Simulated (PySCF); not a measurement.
Broadened absorption spectrum of sodium chloride

Sodium chloride, NaCl.
Z-matrix (Å and degrees, PBE0-D3(BJ)/def2-TZVP geometry), rows numbered from 1:
```
Na
Cl  1  2.3582
```

The calculation used TDDFT CAM-B3LYP/aug-cc-pVTZ, vertical, gas phase, core orbitals frozen in the response (PySCF 2.14.0, density-fitted response routines). Isolated species at its PBE0-D3(BJ)/def2-TZVP geometry, gas phase.

Each state is given a Gaussian of 0.3 eV full width at half maximum, with ε(max) = 2.175×10⁸ f / Δν̃ (Δν̃ the width in cm⁻¹). The cross-section is σ = 3.8235×10⁻²¹ ε cm², given in Mb (10⁻¹⁸ cm²). The width is an assumption, not a result. The curve ends short of the highest state used, and states not computed would add to its high-energy end.

(E (eV), σ (Mb)): (3.60, 0.02), (3.65, 0.08), (3.70, 0.26), (3.75, 0.70), (3.80, 1.64), (3.85, 3.27), (3.90, 5.59), (3.95, 8.19), (4.00, 10.28), (4.05, 11.07), (4.10, 10.23), (4.15, 8.11), (4.20, 5.58), (4.25, 3.52), (4.30, 2.59), (4.35, 3.32), (4.40, 6.21), (4.45, 11.60), (4.50, 19.13), (4.55, 27.15), (4.60, 33.06), (4.65, 34.52), (4.70, 30.89), (4.75, 23.70), (4.80, 15.59), (4.85, 8.79), (4.90, 4.25), (4.95, 1.76), (5.00, 0.63), (5.05, 0.19), (5.09, 0.07), (5.14, 0.02), (5.19, 0.00), (5.24, 0.00), (5.29, 0.00), (5.34, 0.00), (5.39, 0.00), (5.44, 0.00), (5.49, 0.00), (5.54, 0.00), (5.59, 0.00), (5.64, 0.00), (5.69, 0.01), (5.74, 0.06)

Question: Where are the band maxima, and which computed states make them?

Answer: 306 nm (4.05 eV), ε about 2900, made up of S1 (50%) and S2 (50%); 267 nm (4.64 eV), ε about 9100, made up of S3 (100%) (ε in L mol⁻¹ cm⁻¹; maxima over ε = 5, shares over 10%). At its high-energy end, 5.74 eV, the curve is still rising (ε about 15, from S7). The states used: S1 4.05 eV (f 0.016); S2 4.05 eV (f 0.016); S3 4.64 eV (f 0.101); S4 5.96 eV (f 0.0000); S5 5.96 eV (f 0.0000); S6 5.98 eV (f 0.0000); S7 6.18 eV (f 0.060); S8 6.34 eV (f 0.0055); S9 6.34 eV (f 0.0056).

Question: On this curve, what absorbance would a 10⁻³ mol/L sample give at 254 nm over a 1 cm path?

Answer: 254 nm is 4.881 eV, where ε is about 1500 L mol⁻¹ cm⁻¹, so A = ε c l ≈ 1.5 (Beer–Lambert, with the gas-phase spectrum and the assumed width).

Question: What would ε be at 4.64 eV, the highest of these maxima, with half the width (0.15 eV)?

Answer: About 18100 L mol⁻¹ cm⁻¹ against 9060, a factor of about 2.00; a lone state at its own centre would give exactly 2.

Question: Coming from long wavelengths, where does ε first pass 100 L mol⁻¹ cm⁻¹?

Answer: At about 333 nm (3.72 eV), 0.33 eV below S1.

Time: 2.0 s; peak memory 0.39 GiB. Hardware: one thread of an Arm Neoverse V1, shared host with 32 logical CPUs at a one-minute load of 11.
